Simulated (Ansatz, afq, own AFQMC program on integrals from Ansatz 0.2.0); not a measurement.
Integrals from Ansatz 0.2.0, then the random walk in our own AFQMC program (afq).

```yaml
crystal:
  periodic: [false, false, false]
  atoms:
    - {symbol: Ge, position_ang: [-0.001126, -0.001130, -0.001128]}
    - {symbol: H, position_ang: [0.968874, 0.972022, 0.970758]}
    - {symbol: H, position_ang: [-0.889011, -0.885149, 0.884535]}
    - {symbol: H, position_ang: [-0.884952, 0.883383, -0.890352]}
    - {symbol: H, position_ang: [0.886259, -0.888822, -0.883613]}
basis:
  gaussian: {orbitals: cc-pVDZ}
magnetization: {spin_polarized: false}
correlation: {method: ccsd_t, electrons: outside_noble_gas, hamiltonian_folder: ham}
```

```sh
$ ansatz run in.yaml --threads 1 --pin off --events-out ev --progress --plain --max-ram 1382MiB
```

Options of the walk:

```
--method phaseless --trial cisd --walkers 90 --populations 1 --least-time 40 --time-step 0.005 --steps-per-block 50 --equilibration-blocks 28 --max-blocks 300 --target-error 0.00034 --factor-cut 1e-05 --seed 7884 --release-times 0.24,0.51,0.99,1.62,2.4 --release-step 0.03 --release-every 4 --taylor-order 6
```

Times are imaginary, in 1/Eh. The walk had a cap of 490 s. Filled inner d shells are frozen with the cores.

Log:

```
orbitals 33  electrons 4 4  factors 263 of 497
reference energy -2077.63734085 Eh
CCSD correlation -0.14323246 Eh in 8 cycles, weight of the determinant in the CISD state 0.9189
energy of the start -2077.780573 Eh
 block  time / (1/Eh)  mean weight  energy / Eh
     1     0.250  0.9992  -2077.779315
     2     0.500  1.0005  -2077.780072
     3     0.750  0.9997  -2077.780434
     4     1.000  1.0004  -2077.781422
     5     1.250  1.0009  -2077.781693
     8     2.000  0.9981  -2077.782364
    13     3.250  0.9996  -2077.784545
    25     6.250  1.0000  -2077.783296
    37     9.250  0.9994  -2077.788018
    49    12.250  0.9995  -2077.783883
    61    15.250  0.9981  -2077.783429
    73    18.250  0.9984  -2077.783053
    85    21.250  1.0000  -2077.782632
    97    24.250  0.9991  -2077.785418
   109    27.250  0.9995  -2077.785418
   121    30.250  0.9998  -2077.782211
   125    31.250  0.9990  -2077.782168
   133    33.250  1.0000  -2077.783876
   145    36.250  0.9990  -2077.782423
   157    39.250  1.0005  -2077.782641
   169    42.250  1.0007  -2077.782232
   181    45.250  1.0007  -2077.785154
   185    46.250  1.0000  -2077.783291
blocks merged  error / Eh  count
     1  0.000092  160
     2  0.000119  80
     4  0.000146  40
     8  0.000158  20
    16  0.000174  10
released: time / (1/Eh)  energy / Eh  error  mean overlap
  0.24  -2077.783602  0.000128  1.0026
  0.51  -2077.783786  0.000164  0.9943
  0.99  -2077.783689  0.000137  1.0051
  1.62  -2077.783600  0.000130  1.0230
  2.40  -2077.783586  0.000142  1.0372
energy -2077.783726 +/- 0.000158 Eh
(rows thinned)
```

The run passed its tests (sampling time, drift between the halves within three errors, error under three times the target), which doesn't prove that it has relaxed.

Against this walk (error 4.3 meV) on the same determinant: CCSD(T) 18.3 meV higher, CCSDT(Q) 0.3 meV higher (within the noise). The error is statistical and leaves out the bias of the constraint. Released to 2.40 1/Eh the energy moves by 4 ± 6 meV (both errors), within twice the noise.

Cautions: constraint bias not in the error; no relativity below Rb; no spin-orbit coupling; inner d shell frozen.

The walk took 94 s on 1 thread of Arm Neoverse V2 (shared host). The log's last line is the phaseless energy.

CCSDT and higher add their correlation energy to the determinant of the CCSD(T) run, since their own runs factorise the integrals more tightly (a shift of under 2 meV). A walk keeps the symmetry of its determinant, which the program's search chose and which needn't be the lowest solution, so a lower state of the same spin and another symmetry isn't excluded.
